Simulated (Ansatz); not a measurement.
`N#[C][AlH2]` and `N#CN` differ in one atom or group.

Ansatz, PBE0-D4/def2-TZVP geometries, multiplicity 1. Each molecule was computed in one conformer, which needn't be the lowest.

| property | `N#[C][AlH2]` |
| --- | --- |
| HOMO energy (PBE/def2-TZVPP) / eV | -7.95 |
| HOMO energy (PBE0/def2-TZVPP) / eV | -9.24 |
| size of the dipole moment (B3LYP/def2-TZVPP) / D | 3.39 |
| ideal-gas entropy at 298 K and 1 bar (rigid rotor, harmonic PBE0-D4/def2-TZVP) / J/(mol·K) | 270 |
| LUMO energy (PBE/def2-TZVPP) / eV | -3.36 |
| HOMO energy (ωB97M-V/def2-TZVPP) / eV | -11.47 |

Task: What does the change do to each property? (An estimate is asked.)

Result: The calculation gave: 
```
                                                                                  property  `N#CN`  shift
                                                         HOMO energy (PBE/def2-TZVPP) / eV   -6.63   1.32
                                                        HOMO energy (PBE0/def2-TZVPP) / eV   -8.02   1.22
                                          size of the dipole moment (B3LYP/def2-TZVPP) / D    4.64   1.25
ideal-gas entropy at 298 K and 1 bar (rigid rotor, harmonic PBE0-D4/def2-TZVP) / J/(mol·K)     248    -22
                                                         LUMO energy (PBE/def2-TZVPP) / eV   -0.67   2.69
                                                     HOMO energy (ωB97M-V/def2-TZVPP) / eV  -10.32   1.15
```

With PBE0 the HOMO rises by 1.22 eV and the LUMO rises by 2.72 eV, so the gap widens by about 1.50 eV. PBE moves the HOMO by 1.32 eV and ωB97M-V by 1.15 eV. Dipoles are sizes alone; their direction can turn.

B3LYP here is the variant with VWN-RPA as its local correlation; programs differ in this.
